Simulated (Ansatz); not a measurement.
## Ansatz (development build ahead of 0.2.0) run

```yaml
crystal:
  periodic: [false, false, false]
  atoms:
    - { symbol: Na, position_ang: [0.0, 0.0, 0.0] }
    - { symbol: Na, position_ang: [2.05692, 0.0, 2.45134] }
    - { symbol: Na, position_ang: [-2.05692, 0.0, 2.45134] }
basis:
  gaussian: { orbitals: def2-SVP }
magnetization:
  spin_polarized: true
  initial_magnetization: 1
hamiltonian:
  xc: pbe0
output:
  forces: true
```

The input is written out in the form of the current development build from the run's settings.

Output:

* Converged: yes
* Total energy: -486.38501 hartree
* Spin squared of the determinant: 0.775
* Stability test: minimum

Forces (eV/Å):
```csv
atom,Fx,Fy,Fz
Na1,0.000,0.000,-0.095
Na2,0.061,0.000,0.047
Na3,-0.061,0.000,0.047
```
